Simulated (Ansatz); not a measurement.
# What a trial cell of Cd2BiSb2 relaxes into

All numbers below come from Ansatz, DFT PBE, scalar-relativistic, plane waves, PAW. Cutoff 420 eV, Γ-centred k mesh, Gaussian smearing, no spin polarisation in the final step.

Cd2BiSb2 was placed on the ThCr2Si2 structure type (I4/mmm, No. 139), with Bi in place of Th, Cd in place of Cr, Sb in place of Si, at a guessed volume.

```yaml
crystal:
  lattice:
    - [-2.32265, 2.32265, 6.09408]
    - [2.32265, -2.32265, 6.09408]
    - [2.32265, 2.32265, -6.09408]
  atoms:
    - { symbol: Cd, position: [0.25000, 0.75000, 0.50000] }
    - { symbol: Cd, position: [0.75000, 0.25000, 0.50000] }
    - { symbol: Sb, position: [0.62600, 0.62600, 0.00000] }
    - { symbol: Sb, position: [0.37400, 0.37400, 0.00000] }
    - { symbol: Bi, position: [0.00000, 0.00000, 0.00000] }
```

Steps on the 6×6×6 mesh (5 atoms). 12 of 12 steps are shown, and the free energy counts from the last. Trial steps that were taken back and renewals of the plane-wave basis can be among the rows.

| step | ΔF (meV/atom) | V (Å³/atom) | P (GPa) | largest force component (eV/Å) |
| --- | --- | --- | --- | --- |
| 1 | 263.2 | 26.30 | 9.01 | 1.899 |
| 2 | 143.2 | 28.71 | 2.16 | 0.793 |
| 3 | 110.0 | 29.77 | -0.03 | 0.086 |
| 4 | 78.3 | 30.06 | -1.12 | 0.035 |
| 5 | 50.1 | 29.92 | -1.71 | 0.109 |
| 6 | 28.4 | 28.59 | -0.93 | 0.145 |
| 7 | 26.3 | 28.22 | -0.08 | 0.105 |
| 8 | 25.9 | 28.12 | 0.08 | 0.036 |
| 9 | 12.2 | 28.12 | 0.96 | 0.023 |
| 10 | 4.5 | 28.07 | 0.85 | 0.046 |
| 11 | 0.0 | 28.41 | 0.08 | 0.007 |
| 12 | 0.0 | 28.41 | 0.07 | 0.007 |

A final relaxation ran on a 12×12×12 mesh. The relaxed crystal, I4/mmm (No. 139):

```cif
data_structure
_symmetry_space_group_name_H-M 'I4/mmm'
_symmetry_Int_Tables_number 139
_cell_length_a 4.2656
_cell_length_b 4.2656
_cell_length_c 15.6159
_cell_angle_alpha 90.000
_cell_angle_beta 90.000
_cell_angle_gamma 90.000
_cell_volume 284.14
loop_
_atom_site_label
_atom_site_type_symbol
_atom_site_symmetry_multiplicity
_atom_site_Wyckoff_symbol
_atom_site_fract_x
_atom_site_fract_y
_atom_site_fract_z
_atom_site_occupancy
Cd1 Cd 4 d 0.50000 0.00000 0.25000 1
Sb1 Sb 4 e 0.50000 0.50000 0.10689 1
Bi1 Bi 2 a 0.00000 0.00000 0.00000 1
```

```json
{
  "Volume per atom": "28.41 Å³",
  "Density": "7.92 g/cm³",
  "Energy over the elements": "0.14 eV/atom",
  "Gap on the 12×12×12 mesh": "0 eV (a metal)"
}
```

Energies over the elements count from the elements' standard structures at the same level, with no empirical corrections.

The final run used a 12×12×12 mesh on its 5-atom cell and 0.10 eV smearing. For metals, differences of a few meV/atom aren't resolved. Spin–orbit coupling is left out.

A structure relaxed within its symmetry needn't be a true minimum.

Cost: 3 runs of about 3.1 core-minutes in all, on Intel Xeon 6975P-C (Granite Rapids) (shared hosts).